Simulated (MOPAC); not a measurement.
MOPAC input (MNDO):

```
MNDO PRECISE GNORM=0.05 LET XYZ GEO-OK AUX(PRECISION=9) THREADS=1
CH2F2

C     0.00439699 1    0.00529408 1    0.50425813 1
F    -0.01696785 1    1.10243765 1   -0.30214647 1
F     0.01189880 1   -1.10854091 1   -0.27918568 1
H    -0.90251824 1   -0.00024261 1    1.11129806 1
H     0.92175780 1    0.02340746 1    1.09514257 1
```

Output:

```
 *******************************************************************************
 **                                                                           **
 **                              MOPAC v23.2.5                                **
 **                                                                           **
 *******************************************************************************
 ** MOPAC's Digital Object Identifier: https://doi.org/10.5281/zenodo.6511958 **
 **                                                                           **
 ** Please cite the open-source release paper for use of this MOPAC version:  **
 ** J. E. Moussa and J. J. P. Stewart (2026)                                  **
 ** MOPAC: An open-source semiempirical molecular orbital program             **
 ** J. Open Source Softw., 11(119), 8025, https://doi.org/10.21105/joss.08025 **
 *******************************************************************************

                              MNDO CALCULATION RESULTS

 *******************************************************************************
 *  MNDO       - The MNDO Hamiltonian to be used
 *  GEO-OK     - OVERRIDE INTERATOMIC DISTANCE AND OTHER SAFETY CHECKS
 *  LET        - OVERRIDE SOME SAFETY CHECKS
 *  PRECISE    - TIGHTER CRITERIA TO BE USED
 *  XYZ        - CARTESIAN COORDINATE SYSTEM TO BE USED
 *  GNORM      - EXIT WHEN GRADIENT NORM DROPS BELOW 0.050
 *  AUX        - OUTPUT AUXILIARY INFORMATION
 *******************************************************************************
MNDO PRECISE GNORM=0.05 LET XYZ GEO-OK AUX(PRECISION=9) THREADS=1
 CH2F2

   ATOM   CHEMICAL          X               Y               Z
  NUMBER   SYMBOL      (ANGSTROMS)     (ANGSTROMS)     (ANGSTROMS)

     1       C          0.00439699  *   0.00529408  *   0.50425813  *
     2       F         -0.01696785  *   1.10243765  *  -0.30214647  *
     3       F          0.01189880  *  -1.10854091  *  -0.27918568  *
     4       H         -0.90251824  *  -0.00024261  *   1.11129806  *
     5       H          0.92175780  *   0.02340746  *   1.09514257  *

          CARTESIAN COORDINATES

    NO.       ATOM           X           Y           Z

     1         C          0.0044      0.0053      0.5043
     2         F         -0.0170      1.1024     -0.3021
     3         F          0.0119     -1.1085     -0.2792
     4         H         -0.9025     -0.0002      1.1113
     5         H          0.9218      0.0234      1.0951

  H: (MNDO): M.J.S. DEWAR, W. THIEL, J. AM. CHEM. SOC., 99, 4899, (1977)
  C: (MNDO): M.J.S. DEWAR, W. THIEL, J. AM. CHEM. SOC., 99, 4899, (1977)
  F: (MNDO): M.J.S. DEWAR, H.S. RZEPA, J. AM. CHEM. SOC., 100, 777, (1978)

           Empirical Formula: C H2 F2  =     5 atoms

      MOLECULAR POINT GROUP   :   C2v

      RHF CALCULATION, NO. OF DOUBLY OCCUPIED LEVELS = 10

          Geometry optimization using EF

          DIAGONAL MATRIX USED AS START HESSIAN

 CYCLE:     1  GRAD.:    69.071 HEAT: -109.8748
 CYCLE:     2  GRAD.:   413.613 HEAT: -83.69123
 CYCLE:     3  GRAD.:   177.988 HEAT: -96.43667
 CYCLE:     4  GRAD.:   118.559 HEAT: -108.8094
 CYCLE:     5  GRAD.:    46.618 HEAT: -110.6425
 CYCLE:     6  GRAD.:    22.614 HEAT: -111.5600
 CYCLE:     7  GRAD.:    11.164 HEAT: -111.7771
 CYCLE:     8  GRAD.:     1.587 HEAT: -111.7998
 CYCLE:     9  GRAD.:    13.733 HEAT: -111.7691
 CYCLE:    10  GRAD.:     0.276 HEAT: -111.8003
 CYCLE:    11  GRAD.:     0.101 HEAT: -111.8003
 CYCLE:    12  GRAD.:     0.281 HEAT: -111.8003
 CYCLE:    13  GRAD.:     0.041 HEAT: -111.8003

     GRADIENT =  0.04146 IS LESS THAN CUTOFF =  0.05000

 -------------------------------------------------------------------------------
 MNDO PRECISE GNORM=0.05 LET XYZ GEO-OK AUX(PRECISION=9) THREADS=1
 CH2F2

     GEOMETRY OPTIMISED USING EIGENVECTOR FOLLOWING (EF).
     SCF FIELD WAS ACHIEVED

                              MNDO CALCULATION
                                                       MOPAC v23.2.5 Linux

          FINAL HEAT OF FORMATION =       -111.80035 KCAL/MOL =    -467.77265 KJ/MOL

          COSMO AREA              =         72.12 SQUARE ANGSTROMS
          COSMO VOLUME            =         53.13 CUBIC ANGSTROMS

          GRADIENT NORM           =          0.04146          =       0.01854 PER ATOM
          IONIZATION POTENTIAL    =         13.091860 EV
          HOMO LUMO ENERGIES (EV) =        -13.092  2.587
          NO. OF FILLED LEVELS    =         10
          MOLECULAR WEIGHT        =         52.0236         POINT GROUP:  C2v

          MOLECULAR DIMENSIONS (Angstroms)

            Atom       Atom       Distance
            F     3    F     2     2.16991
            H     4    H     5     1.82968
            H     4    F     2     1.46824

          SCF CALCULATIONS        =         14

   ATOM   CHEMICAL          X               Y               Z
  NUMBER   SYMBOL      (ANGSTROMS)     (ANGSTROMS)     (ANGSTROMS)

     1       C          0.00437819  *   0.00527670  *   0.50244079  *
     2       F         -0.01681314  *   1.08161123  *  -0.31523947  *
     3       F          0.01151339  *  -1.08799634  *  -0.29270769  *
     4       H         -0.90457386  *   0.00036567  *   1.17223469  *
     5       H          0.92487994  *   0.02408285  *   1.15603128  *

                             CARTESIAN COORDINATES

   1    C        0.004378190     0.005276702     0.502440788
   2    F       -0.016813137     1.081611226    -0.315239470
   3    F        0.011513385    -1.087996335    -0.292707692
   4    H       -0.904573864     0.000365670     1.172234693
   5    H        0.924879938     0.024082849     1.156031277

           Empirical Formula: C H2 F2  =     5 atoms

      MOLECULAR POINT GROUP   :   C2v

                  EIGENVALUES
 -49.07990 -43.49932 -25.89430 -18.87318 -18.81503 -18.70587 -15.86377 -15.52549
 -15.03561 -13.09186   2.58717   3.07431   4.23805   4.29064

              NET ATOMIC CHARGES AND DIPOLE CONTRIBUTIONS

  ATOM NO.   TYPE          CHARGE      No. of ELECS.   s-Pop       p-Pop
    1          C           0.441333        3.5587     1.19155     2.36712
    2          F          -0.243966        7.2440     1.89070     5.35326
    3          F          -0.243968        7.2440     1.89070     5.35326
    4          H           0.023302        0.9767     0.97670
    5          H           0.023300        0.9767     0.97670
 DIPOLE           X         Y         Z       TOTAL
 POINT-CHG.     0.018     0.021     2.038     2.038
 HYBRID         0.002     0.002     0.177     0.177
 SUM            0.019     0.023     2.215     2.215

          ATOMIC ORBITAL ELECTRON POPULATIONS

     Atom    s        px        py        pz
    1  C   1.19155   0.93244   0.64807   0.78661
    2  F   1.89070   1.97274   1.60933   1.77119
    3  F   1.89070   1.97287   1.59824   1.78216
    4  H   0.97670
    5  H   0.97670

 **********************
 *                    *
 * JOB ENDED NORMALLY *
 *                    *
 **********************

 == MOPAC DONE ==
```
